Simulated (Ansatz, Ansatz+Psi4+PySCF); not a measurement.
```csv
atom,x (Å),y (Å),z (Å)
P,0.0000,0.0000,-0.5115
N,0.0000,0.0000,1.0962
```

Basis set: cc-pVTZ (spherical functions). Correlated methods keep 6 orbitals frozen. Charge 0, multiplicity 1.

Computed with Ansatz (development build ahead of 0.2.0); each method stands on the lowest determinant of its kind that the runs found. Restricted open shells among the atoms or ions are ROHF, correlated in semicanonical orbitals with singles.

The atomization energy at this shape (free ground-state atoms in the same class of orbitals less the molecule, no zero-point energy) of singlet PN:

| method | atomization energy |
| --- | --- |
| RHF | 0.92 eV |

(1) What does RHF-MP2 give?

Answers

(1) 6.14 eV. Caution: in another basis set an unrestricted determinant lies well below.
